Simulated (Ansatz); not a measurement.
**BSiH₅ (singlet): wave-function methods side by side at distance B1–H4 along a hydrogen transfer = 1.706 Å, cc-pVDZ**

How much of the correlation energy of BSiH₅ (singlet) does each wave-function method recover here?

The runs use Ansatz 0.2.0, Gaussian basis; cc-pVDZ, core rule «outside noble gas», up to 6 orbitals frozen.

To be run: UHF; CCSD(T) on RHF; CCSD(T) on UHF; BCCD(T) on RHF; CISD; CCSDT(Q) on RHF; CCSDT(Q) on UHF; CASSCF and NEVPT2, 2 electrons in 2 orbitals; CASSCF and NEVPT2, 8 electrons in 8 orbitals.

6 further runs of the same task are left out: 5 that didn't finish, 1 set aside as unsound or not needed.

## 1. The geometry

The geometry derives from fragments relaxed apart (PBE0/def2-TZVP) and kept rigid, so it is no stationary point. A hydrogen atom is moved between rigid fragments.

7 atoms, charge 0, spin multiplicity 1.

Atoms are counted from 1 here; the program's logs count them from 0.

Bond lengths: B1–H2 1.193 Å, B1–H3 1.193 Å, H4–Si5 1.645 Å, Si5–H6 1.526 Å, Si5–H7 1.526 Å. Angles: H2–B1–H3 120.0°, H4–Si5–H6 113.7°, H4–Si5–H7 113.7°, H6–Si5–H7 91.2°.

In the tables R marks a restricted determinant and U an unrestricted one; 'frontier' is the active space of 8 electrons in 8 orbitals; 'pair' is the active space of 2 electrons in 2 orbitals; energies count from the table's Hartree-Fock row.

## 2. UHF

The input, in.yaml:

```yaml
crystal:
  periodic: [false, false, false]
  atoms:
    - {symbol: B, position_ang: [-2.335669, 0.040114, 0.000000]}
    - {symbol: H, position_ang: [-2.932402, 1.073685, 0.000000]}
    - {symbol: H, position_ang: [-2.932402, -0.993457, 0.000000]}
    - {symbol: H, position_ang: [-0.629669, 0.040114, 0.000000]}
    - {symbol: Si, position_ang: [1.015331, 0.040114, 0.000000]}
    - {symbol: H, position_ang: [1.627512, -0.834170, 1.090012]}
    - {symbol: H, position_ang: [1.627512, -0.834170, -1.090012]}
basis:
  gaussian: {orbitals: cc-pVDZ}
magnetization: {spin_polarized: true, initial_magnetization: 0}
hamiltonian: {xc: hf}
output: {orbitals: {seedname: orbitals}}
```

Launch:

```console
$ ansatz run in.yaml --threads 1 --pin off --events-out ev --progress --plain --max-ram 2393MiB
```

Log:

```text
Functional definition: HF
  name "HF"
  cite "Fock, Z. Phys. 61, 126 (1930) doi:10.1007/BF01340294"
  parent pbe
  exchange = exact_x
  correlation = 0
531 factors; integrals over basis functions are off by at most 1.8e-3 eV
mean field evaluation 1: about -8606.5186 eV, gradient 1.0e1 eV
mean field evaluation 2: about -8606.5409 eV, gradient 1.0e1 eV
mean field evaluation 4: about -8607.8004 eV, gradient 1.2e0 eV
mean field evaluation 8: about -8607.8227 eV, gradient 1.2e-3 eV
mean field evaluation 16: about -8608.3575 eV, gradient 5.5e-4 eV
mean field evaluation 32: about -8608.3575 eV, gradient 2.8e-5 eV
mean field evaluation 64: about -8607.8482 eV, gradient 2.1e0 eV
mean field evaluation 96: about -8607.7868 eV, gradient 2.0e-1 eV
mean field -8608.35754968 eV, -316.3513049966 hartree, gradient 2.4e-5 eV, S^2 0.789372; 4 other end points of the search recorded, 0 dependent functions left out
reference -8608.35754968 eV, -316.3513049966 hartree; 12, 12 occupied and 45, 45 virtual orbitals, 531 factors
Total energy: -8608.35754968 eV, -316.3513049966 hartree
```

Run time: 1.2 s. Hardware: 1 thread of Arm Neoverse V1, shared host.

From the report: ⟨S²⟩ of the determinant 0.789 (pure singlet: 0.00). The determinant is far from a pure spin state, so its energy mixes those of several spin states (harmless only where they are near-degenerate, as at dissociation).

The unrestricted solution breaks the spin symmetry, so the restricted determinant is unstable here.

## 3. CCSD(T) on RHF

in.yaml: that of step 2 with these lines changed.

```diff
@@ -12,4 +12,3 @@
   gaussian: {orbitals: cc-pVDZ}
-magnetization: {spin_polarized: true, initial_magnetization: 0}
-hamiltonian: {xc: hf}
-output: {orbitals: {seedname: orbitals}}
+magnetization: {spin_polarized: false}
+correlation: {method: ccsd_t, electrons: outside_noble_gas}
```

Same command.

Log (excerpt; [...] marks lines left out):

```text
Functional definition: HF
  name "HF"
  cite "Fock, Z. Phys. 61, 126 (1930) doi:10.1007/BF01340294"
  parent pbe
[...]
531 factors; integrals over basis functions are off by at most 1.8e-3 eV
[...]
mean field -8607.82274793 eV, -316.3316513947 hartree, gradient 1.1e-6 eV, S^2 0.000000; 0 other end points of the search recorded, 0 dependent functions left out; unrestricted orbitals would lower it
6 core orbitals not correlated: weight in the atoms' cores, before any rotation towards them, 1.000 or more for the frozen orbitals, at most 0.000 for the correlated occupied ones
reference -8607.82274793 eV, -316.3316513947 hartree; 6, 6 occupied and 45, 45 virtual orbitals, 531 factors
second order -5.43413281 eV of doubles, -0.00000000 eV of singles
cycle   1  -6.39737622 eV  change   -9.6e-1 eV  update   9.2e-2
[...]
cycle  14  -6.86123186 eV  change   -2.2e-6 eV  update   1.9e-6
perturbative correction -0.22770281 eV, -0.0083679241 hartree
Total energy: -8614.91168261 eV, -316.5921649391 hartree
```

It took 0.93 s on 1 thread of Arm Neoverse V1, shared host.

From the report: correlation -7.0889 eV; T1 0.028; largest double amplitude 0.19.

## 4. CCSD(T) on UHF

in.yaml: that of step 3 with these lines changed.

```diff
@@ -12,3 +12,3 @@
   gaussian: {orbitals: cc-pVDZ}
-magnetization: {spin_polarized: false}
+magnetization: {spin_polarized: true, initial_magnetization: 0}
 correlation: {method: ccsd_t, electrons: outside_noble_gas}
```

Launched as before.

Log (excerpt; [...] marks lines left out):

```text
Functional definition: HF
  name "HF"
  cite "Fock, Z. Phys. 61, 126 (1930) doi:10.1007/BF01340294"
  parent pbe
[...]
531 factors; integrals over basis functions are off by at most 1.8e-3 eV
[...]
mean field -8608.35754968 eV, -316.3513049966 hartree, gradient 2.9e-6 eV, S^2 0.789372; 13 other end points of the search recorded, 0 dependent functions left out
determinant -8608.35754968 eV, -316.3513049966 hartree, with singles and doubles -8614.58309196 eV, -316.5800894554 hartree
determinant -8607.35905289 eV, -316.3146109161 hartree, with singles and doubles -8613.41597614 eV, -316.5371987402 hartree
determinant -8606.43925577 eV, -316.2808089956 hartree, with singles and doubles -8613.24550401 eV, -316.5309340050 hartree
determinant -8607.82274793 eV, -316.3316513947 hartree, with singles and doubles -8614.68316058 eV, -316.5837669095 hartree
6 core orbitals not correlated: weight in the atoms' cores, before any rotation towards them, 1.000 or more for the frozen orbitals, at most 0.000 for the correlated occupied ones
reference -8608.35754968 eV, -316.3513049966 hartree; 6, 6 occupied and 45, 45 virtual orbitals, 531 factors
second order -4.78301737 eV of doubles, -0.00000000 eV of singles
cycle   1  -6.22744402 eV  change   -1.9e-3 eV  update   8.8e-3
[...]
cycle  14  -6.26949528 eV  change    3.5e-7 eV  update   2.8e-6
perturbative correction -0.19533945 eV, -0.0071785925 hartree
Total energy: -8614.82238442 eV, -316.5888832910 hartree
```

Run time: 8 s. Hardware: 1 thread of Arm Neoverse V1, shared host.

From the report: ⟨S²⟩ of the determinant 0.789 (pure singlet: 0.00); correlation -6.4648 eV; T1 0.063; largest double amplitude 0.14. The determinant is far from a pure spin state, so its energy mixes those of several spin states (harmless only where they are near-degenerate, as at dissociation).

## 5. BCCD(T) on RHF

in.yaml: that of step 4 with these lines changed.

```diff
@@ -12,3 +12,3 @@
   gaussian: {orbitals: cc-pVDZ}
-magnetization: {spin_polarized: true, initial_magnetization: 0}
-correlation: {method: ccsd_t, electrons: outside_noble_gas}
+magnetization: {spin_polarized: false}
+correlation: {method: bccd_t, electrons: outside_noble_gas}
```

Launched as before.

Log (excerpt; [...] marks lines left out):

```text
Functional definition: HF
  name "HF"
  cite "Fock, Z. Phys. 61, 126 (1930) doi:10.1007/BF01340294"
  parent pbe
[...]
531 factors; integrals over basis functions are off by at most 1.8e-3 eV
[...]
mean field -8607.82274793 eV, -316.3316513947 hartree, gradient 1.1e-6 eV, S^2 0.000000; 0 other end points of the search recorded, 0 dependent functions left out; unrestricted orbitals would lower it
6 core orbitals not correlated: weight in the atoms' cores, before any rotation towards them, 1.000 or more for the frozen orbitals, at most 0.000 for the correlated occupied ones
reference -8607.82274793 eV, -316.3316513947 hartree; 6, 6 occupied and 45, 45 virtual orbitals, 531 factors
second order -5.43413281 eV of doubles, -0.00000000 eV of singles
cycle   1  -6.41677843 eV  change   -9.8e-1 eV  update   9.2e-2
[...]
cycle  13  -6.84866628 eV  change   -1.4e-5 eV  update   5.3e-6
perturbative correction -0.23768513 eV, -0.0087347673 hartree
Total energy: -8614.90909934 eV, -316.5920700055 hartree
```

Wall time 1.2 s (1 thread of Arm Neoverse V1, shared host).

From the report: correlation -7.0864 eV; largest double amplitude 0.19.

## 6. CISD

in.yaml: that of step 5 with these lines changed.

```diff
@@ -12,3 +12,2 @@
   gaussian: {orbitals: cc-pVDZ}
-magnetization: {spin_polarized: false}
-correlation: {method: bccd_t, electrons: outside_noble_gas}
+correlation: {active_space: {ras: {orbitals: [6, 0, 45], electrons: 12, max_holes: 2, max_particles: 2}, fixed_orbitals: true}}
```

Launched as before.

Log:

```text
Functional definition: HF
  name "HF"
  cite "Fock, Z. Phys. 61, 126 (1930) doi:10.1007/BF01340294"
  parent pbe
  exchange = exact_x
  correlation = 0
531 factors; integrals over basis functions are off by at most 1.8e-3 eV
mean field evaluation 1: about -8606.5453 eV, gradient 1.4e1 eV
mean field evaluation 2: about -8606.5464 eV, gradient 1.4e1 eV
mean field evaluation 4: about -8607.8016 eV, gradient 1.7e0 eV
mean field evaluation 8: about -8607.8227 eV, gradient 7.1e-4 eV
mean field -8607.82274793 eV, -316.3316513947 hartree, gradient 1.1e-6 eV, S^2 0.000000; 0 other end points of the search recorded, 0 dependent functions left out
reference -8607.82274793 eV, -316.3316513947 hartree; 12, 12 occupied and 45, 45 virtual orbitals, 531 factors
state -8613.97145457 eV, -316.5576121959 hartree
Total energy: -8613.97145457 eV, -316.5576121959 hartree
```

It took 2 s on 1 thread of Arm Neoverse V1, shared host.

From the report: 53,881 determinants.

## 7. CCSDT(Q) on RHF

in.yaml: that of step 6 with these lines changed.

```diff
@@ -12,2 +12,3 @@
   gaussian: {orbitals: cc-pVDZ}
-correlation: {active_space: {ras: {orbitals: [6, 0, 45], electrons: 12, max_holes: 2, max_particles: 2}, fixed_orbitals: true}}
+magnetization: {spin_polarized: false}
+correlation: {method: ccsdt_q, electrons: outside_noble_gas}
```

Same command.

Log (excerpt; [...] marks lines left out):

```text
Functional definition: HF
  name "HF"
  cite "Fock, Z. Phys. 61, 126 (1930) doi:10.1007/BF01340294"
  parent pbe
[...]
1076 factors; integrals over basis functions are off by at most 2.4e-7 eV
[...]
mean field -8607.82277092 eV, -316.3316522395 hartree, gradient 1.1e-6 eV, S^2 0.000000; 0 other end points of the search recorded, 0 dependent functions left out; unrestricted orbitals would lower it
6 core orbitals not correlated: weight in the atoms' cores, before any rotation towards them, 1.000 or more for the frozen orbitals, at most 0.000 for the correlated occupied ones
reference -8607.82277092 eV, -316.3316522395 hartree; 6, 6 occupied and 45, 45 virtual orbitals, 1076 factors
second order -5.43419062 eV of doubles, -0.00000000 eV of singles
cycle   1  -6.39736736 eV  change   -9.6e-1 eV  update   1.0e-1
[...]
cycle  20  -7.14000737 eV  change    1.1e-6 eV  update   4.9e-7
perturbative correction -0.01490017 eV, -0.0005475711 hartree
Total energy: -8614.97767846 eV, -316.5945902418 hartree
```

Wall time 24 s (1 thread of Arm Neoverse V1, shared host); peak memory 0.35 GiB.

From the report: correlation -7.1549 eV; T1 0.032; largest double amplitude 0.24.

## 8. CCSDT(Q) on UHF

in.yaml: that of step 7 with these lines changed.

```diff
@@ -12,3 +12,3 @@
   gaussian: {orbitals: cc-pVDZ}
-magnetization: {spin_polarized: false}
+magnetization: {spin_polarized: true, initial_magnetization: 0}
 correlation: {method: ccsdt_q, electrons: outside_noble_gas}
```

The command is unchanged.

Log (excerpt; [...] marks lines left out):

```text
Functional definition: HF
  name "HF"
  cite "Fock, Z. Phys. 61, 126 (1930) doi:10.1007/BF01340294"
  parent pbe
[...]
1076 factors; integrals over basis functions are off by at most 2.4e-7 eV
[...]
mean field -8608.35757775 eV, -316.3513060279 hartree, gradient 2.8e-6 eV, S^2 0.789374; 13 other end points of the search recorded, 0 dependent functions left out
determinant -8608.35757775 eV, -316.3513060279 hartree, with singles and doubles -8614.58309901 eV, -316.5800897146 hartree
determinant -8607.35908746 eV, -316.3146121865 hartree, with singles and doubles -8613.41598815 eV, -316.5371991815 hartree
determinant -8606.43928497 eV, -316.2808100687 hartree, with singles and doubles -8613.24551281 eV, -316.5309343282 hartree
determinant -8607.82277092 eV, -316.3316522395 hartree, with singles and doubles -8614.68317091 eV, -316.5837672889 hartree
6 core orbitals not correlated: weight in the atoms' cores, before any rotation towards them, 1.000 or more for the frozen orbitals, at most 0.000 for the correlated occupied ones
reference -8608.35757775 eV, -316.3513060279 hartree; 6, 6 occupied and 45, 45 virtual orbitals, 1076 factors
second order -4.78306041 eV of doubles, -0.00000000 eV of singles
cycle   1  -5.73001892 eV  change   -9.5e-1 eV  update   8.6e-2
[...]
cycle  27  -6.59436837 eV  change   -1.3e-7 eV  update   7.8e-7
perturbative correction -0.02515954 eV, -0.0009245962 hartree
Total energy: -8614.97710566 eV, -316.5945691917 hartree
```

It took 1.8 min on 1 thread of Arm Neoverse V1, shared host; peak memory 0.69 GiB.

From the report: ⟨S²⟩ of the determinant 0.789 (pure singlet: 0.00); correlation -6.6195 eV; T1 0.106; largest double amplitude 0.32. The determinant is far from a pure spin state, so its energy mixes those of several spin states (harmless only where they are near-degenerate, as at dissociation).

## 9. CASSCF and NEVPT2, 2 electrons in 2 orbitals

in.yaml: that of step 8 with these lines changed.

```diff
@@ -12,3 +12,2 @@
   gaussian: {orbitals: cc-pVDZ}
-magnetization: {spin_polarized: true, initial_magnetization: 0}
-correlation: {method: ccsdt_q, electrons: outside_noble_gas}
+correlation: {method: sc_nevpt2, electrons: outside_noble_gas, active_space: {window: {electrons: 2, orbitals: 2}}}
```

Same command.

Log:

```text
Functional definition: HF
  name "HF"
  cite "Fock, Z. Phys. 61, 126 (1930) doi:10.1007/BF01340294"
  parent pbe
  exchange = exact_x
  correlation = 0
531 factors; integrals over basis functions are off by at most 1.8e-3 eV
mean field evaluation 1: about -8606.5453 eV, gradient 1.4e1 eV
mean field evaluation 2: about -8606.5464 eV, gradient 1.4e1 eV
mean field evaluation 4: about -8607.8016 eV, gradient 1.7e0 eV
mean field evaluation 8: about -8607.8227 eV, gradient 7.1e-4 eV
mean field -8607.82274793 eV, -316.3316513947 hartree, gradient 1.1e-6 eV, S^2 0.000000; 0 other end points of the search recorded, 0 dependent functions left out; unrestricted orbitals would lower it
reference -8607.82274793 eV, -316.3316513947 hartree; 12, 12 occupied and 45, 45 virtual orbitals, 531 factors
state -8608.64572096 eV, -316.3618950955 hartree
state -8608.64572096 eV, -316.3618950955 hartree; corrected -8613.55456278 eV, -316.5422917053 hartree
Total energy: -8613.55456278 eV, -316.5422917053 hartree
```

Wall time 0.87 s (1 thread of Arm Neoverse V1, shared host).

From the report: 4 determinants; active occupations 1.79, 0.21.

## 10. CASSCF and NEVPT2, 8 electrons in 8 orbitals

in.yaml: that of step 9 with these lines changed.

```diff
@@ -12,2 +12,2 @@
   gaussian: {orbitals: cc-pVDZ}
-correlation: {method: sc_nevpt2, electrons: outside_noble_gas, active_space: {window: {electrons: 2, orbitals: 2}}}
+correlation: {method: sc_nevpt2, electrons: outside_noble_gas, active_space: {window: {electrons: 8, orbitals: 8}}}
```

Same command.

Log:

```text
Functional definition: HF
  name "HF"
  cite "Fock, Z. Phys. 61, 126 (1930) doi:10.1007/BF01340294"
  parent pbe
  exchange = exact_x
  correlation = 0
531 factors; integrals over basis functions are off by at most 1.8e-3 eV
mean field evaluation 1: about -8606.5453 eV, gradient 1.4e1 eV
mean field evaluation 2: about -8606.5464 eV, gradient 1.4e1 eV
mean field evaluation 4: about -8607.8016 eV, gradient 1.7e0 eV
mean field evaluation 8: about -8607.8227 eV, gradient 7.1e-4 eV
mean field -8607.82274793 eV, -316.3316513947 hartree, gradient 1.1e-6 eV, S^2 0.000000; 0 other end points of the search recorded, 0 dependent functions left out; unrestricted orbitals would lower it
reference -8607.82274793 eV, -316.3316513947 hartree; 12, 12 occupied and 45, 45 virtual orbitals, 531 factors
state -8610.00165461 eV, -316.4117247381 hartree
state -8610.00165461 eV, -316.4117247381 hartree; corrected -8613.64388934 eV, -316.5455743956 hartree
Total energy: -8613.64388934 eV, -316.5455743956 hartree
```

Run time: 10 s. Hardware: 1 thread of Arm Neoverse V1, shared host.

From the report: 2,500 determinants; active occupations 1.98, 1.97, 1.97, 1.79, 0.20, 0.03, 0.03, 0.02.

## 11. Misses and costs

The yardstick is RCCSDT(Q), where the cluster series has nearly closed. Rows without a time come out of other runs: HF, MP2 and CCSD of CCSD(T), CCSDT of CCSDT(Q), CASSCF and MRCISD of the multireference runs.

Differences are taken before rounding.

| method | energy from the lowest RHF (kJ/mol) | from RCCSDT(Q) (kJ/mol) | time |
| --- | --- | --- | --- |
| RHF | 0.0 | +690.3 |  |
| UHF | -51.6 | +638.7 |  |
| RMP2 | -524.3 | +166.0 |  |
| UMP2 | -513.1 | +177.3 |  |
| CISD | -593.3 | +97.1 | 2 s |
| RCCSD | -662.0 | +28.3 |  |
| UCCSD | -656.5 | +33.8 |  |
| RCCSD(T) | -684.0 | +6.4 | 0.93 s |
| UCCSD(T) | -675.4 | +15.0 | 8 s |
| BCCD(T) | -683.7 | +6.6 | 1.2 s |
| RCCSDT | -688.9 | +1.4 |  |
| UCCSDT | -687.9 | +2.5 |  |
| RCCSDT(Q) | -690.3 | 0 | 24 s |
| UCCSDT(Q) | -690.3 | +0.1 | 1.8 min |
| CASSCF pair | -79.4 | +610.9 |  |
| NEVPT2 pair | -553.0 | +137.3 | 0.87 s |
| CASSCF frontier | -210.2 | +480.1 |  |
| NEVPT2 frontier | -561.7 | +128.7 | 10 s |

Among the levels timed on like hardware and quicker than the yardstick, those that no quicker one beats, quickest first: NEVPT2 pair (0.87 s, +137.3 kJ/mol); RCCSD(T) (0.93 s, +6.4 kJ/mol).

## 12. Outcome

| quantity | value |
| --- | --- |
| RCCSDT(Q) below the RHF energy | -7.1549 eV |
| RMP2 from RCCSDT(Q) | +166.0 kJ/mol |
| UMP2 from RCCSDT(Q) | +177.3 kJ/mol |
| RCCSD from RCCSDT(Q) | +28.3 kJ/mol |
| RCCSD(T) from RCCSDT(Q) | +6.4 kJ/mol |
| UCCSD(T) from RCCSDT(Q) | +15.0 kJ/mol |
| UCCSDT(Q) from RCCSDT(Q) | +0.1 kJ/mol |
| NEVPT2 pair from RCCSDT(Q) | +137.3 kJ/mol |
| NEVPT2 frontier from RCCSDT(Q) | +128.7 kJ/mol |
| levels within 1 kcal/mol (43 meV) | RCCSDT, UCCSDT, UCCSDT(Q) |
| T1 diagnostic | 0.028 |

What this shows: RCCSD(T) lands +6.4 kJ/mol from the yardstick (0.9 % of the correlation energy). CCSD(T) misses by +6.4 kJ/mol on the restricted determinant and by +15.0 kJ/mol on the unrestricted one; the two need not hold the same state or core. Of the multireference levels listed NEVPT2 frontier comes nearest in total energy (+128.7 kJ/mol), which doesn't show that its space is the better one. These misses are within one basis, not against nature.

RCCSD(T) reaches 6.4 kJ/mol from the reference in 0.93 s, where RCCSDT(Q) took 24 s; the quickest level in the cost chart, NEVPT2 pair, takes 0.87 s and misses by 137.3 kJ/mol.
